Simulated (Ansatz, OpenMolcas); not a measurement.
Predicting a hybrid from its neighbours: O3 (ozone)

O3 has 3 atoms, charge 0, and is taken as a singlet. SMILES: `O=[O+][O-]`. The coordinates come from a PBE0-D4/def2-TZVP relaxation.

The vertical energy of the triplet above the singlet y, in eV, basis def2-TZVPP; a is the functional's share of exact exchange. Programs: Ansatz 0.2.0, OpenMolcas 26.06.

| functional | program | a | y (eV) |
| --- | --- | --- | --- |
| BLYP | Ansatz | 0 | 1.51 |
| TPSS | OpenMolcas | 0 | 1.47 |
| B3LYP | Ansatz | 0.2 | 1.36 |
| r2SCAN0 | Ansatz | 0.25 | ? |
| PBE0 | Ansatz | 0.25 | 1.28 |
| BHLYP | Ansatz | 0.5 | 0.52 |

Problem. Fit y = c + s·a to the known rows and predict r2SCAN0.

Solution. 
1. Means of the 5 rows: a = 0.1900, y = 1.228.
2. Σ(Δa)² = 0.172, Σ(Δa·Δy) = -0.3146, so the slope is -0.3146/0.172 = -1.8291.
3. Intercept: 1.228 − (-1.8291) × 0.1900 = 1.576. The largest residual of the fit is 0.16.
4. r2SCAN0: 1.576 + (-1.8291) × 0.25 = 1.12 eV.

The run gave 0.96 eV, so the prediction is off by +0.16 eV, within the scatter of the fit. Exact exchange favours the state with more unpaired electrons.
